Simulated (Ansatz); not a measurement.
We consider fcc Ir, described by r²SCAN+SOC (plane waves, PAW; Ansatz, a quantum-chemistry and plane-wave program).

Numerical settings: plane-wave cutoff 560 eV, 24×24×24 k mesh, Fermi–Dirac smearing 0.05 eV, PAW data made under PBE.

Computed at the level's own relaxed cell.

### Question
Predict the equilibrium volume per atom, bulk modulus B0, equilibrium lattice constant a and pressure derivative B′ of the bulk modulus.

### Answer

* **equilibrium volume per atom**: 14.22 Å³/atom
* **bulk modulus B0**: 371 GPa
* **equilibrium lattice constant a**: 3.846 Å
* **pressure derivative B′ of the bulk modulus**: 5.1

The run finds no gap.

Measured, for comparison: equilibrium volume per atom 14.06 Å³/atom, lattice constant a 3.831 Å (static lattice: zero-point anharmonic expansion removed; as tabulated in Mejia-Rodriguez and Trickey (2018), arXiv:1807.09216); bulk modulus 365 GPa (corrected for temperature and zero-point phonon effects; as tabulated in Levämäki et al. (2014), arXiv:1402.3671). Computed (rounded) less measured: equilibrium volume per atom +1.1 %, bulk modulus +2 %, lattice constant a +0.4 %.

The computed numbers hold no vibrational or temperature effects.

It cost roughly 17 core-minutes of CPU time.
